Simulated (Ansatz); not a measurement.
# Structure relaxation of Os2Au

Theory: DFT PBE, scalar-relativistic, plane waves, PAW (Ansatz 0.2.0). Cutoff 420 eV, Γ-centred k mesh, Gaussian smearing, no spin polarisation in the final step.

Os2Au was placed on the sites of a reported TbCd2 cell (P6/mmm, No. 191), with Au in place of Tb, Os in place of Cd, at a guessed volume.

```yaml
crystal:
  lattice:
    - [4.09058, 0.00000, 0.00000]
    - [-2.04529, 3.54255, 0.00000]
    - [0.00000, 0.00000, 2.87717]
  atoms:
    - { symbol: Os, position: [0.33333, 0.66667, 0.50000] }
    - { symbol: Os, position: [0.66667, 0.33333, 0.50000] }
    - { symbol: Au, position: [0.00000, 0.00000, 0.00000] }
```

Cell and atoms relax at zero pressure; the relaxation can't lower the symmetry of the start. After a coarse first stage the cell is made exact in the group found at 0.06 Å.

Formation energies are uncorrected and refer to the elements' standard structures at the same level.

Question: Describe the relaxed structure.

Answer: It keeps P6/mmm (No. 191). Conventional cell: a = 4.430 Å, c = 2.789 Å. Around Os lie 3 Os at 2.56 Å, 2 Os at 2.79 Å and 6 Au at 2.91 Å; around Au lie 2 Au at 2.79 Å and 12 Os at 2.91 Å.

```xyz
3
Lattice="4.4301 0.0000 0.0000 -2.2150 3.8366 0.0000 0.0000 0.0000 2.7887" Properties=species:S:1:pos:R:3 pbc="T T T"
Os    0.0000    2.5577    1.3944
Os    2.2150    1.2789    1.3944
Au    0.0000    0.0000    0.0000
```

Question: What are its volume, energy, density and gap?

Answer: The volume per atom is 15.80 Å³. The density is 20.23 g/cm³ and the energy over the elements is 0.75 eV/atom. The gap on the 12×12×16 mesh is 0 eV (a metal).

The final run used a 12×12×16 mesh on its 3-atom cell and 0.10 eV smearing. The k mesh leaves about 4 meV/atom of noise in metals. Spin–orbit coupling is left out. A structure relaxed within its symmetry needn't be a true minimum.

Cost: 3 runs of about 0.64 core-minutes in all, on Intel Xeon 6975P-C (Granite Rapids) (shared hosts).